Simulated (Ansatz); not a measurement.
SiB₃ (Imma, No. 74; cell taken from a computed entry), treated with LDA (Ansatz, a first-principles code, plane waves, PAW).

Numerical settings: plane-wave cutoff 520 eV, 8×8×8 k mesh, Fermi–Dirac smearing 0.01 eV, scalar-relativistic PAW data made under PBE.

Cell (relaxed with PBEsol):

B3Si has the orthorhombic space group Imma (No. 74), Pearson symbol oI64. Lattice parameters: a = 8.316 Å, b = 12.534 Å, c = 6.199 Å, α = β = γ = 90.00°. Si1 on 8i sees 2 B at 2.030 Å and 1 Si at 2.334 Å and 2 Si at 2.565 Å. Si2 on 8h is coordinated by 2 B at 1.975–2.006 Å and 1 Si at 2.403 Å and 2 Si at 2.565 Å. B1 on 8h is coordinated by 5 B at 1.745–1.796 Å and 1 Si at 1.975 Å. B2 on 16j sees 5 B at 1.745–1.846 Å and 1 Si at 2.030 Å. B3 on 16j sees 5 B at 1.715–1.794 Å and 1 B at 1.915 Å. B4 on 8h is surrounded by 5 B at 1.761–1.796 Å and 1 Si at 2.006 Å. (Neighbours: up to the widest gap in distance over summed covalent radii, below 1.35, at either atom.)
(The calculation used a cell of 32 atoms; values per cell refer to that cell.)

Question: Give the computed band gap, smallest direct gap on the k points sampled and direct gap at Γ.

Answer: 
- band gap = 1.38 eV (indirect)
- smallest direct gap on the k points sampled = 1.42 eV
- direct gap at Γ = 1.55 eV

Note: cell and atoms aren't relaxed at this level (largest force component 0.17 eV/Å, pressure -3.9 GPa).

Static lattice: no zero-point or thermal effects.

Computing time: around 6 core-minutes (rough).
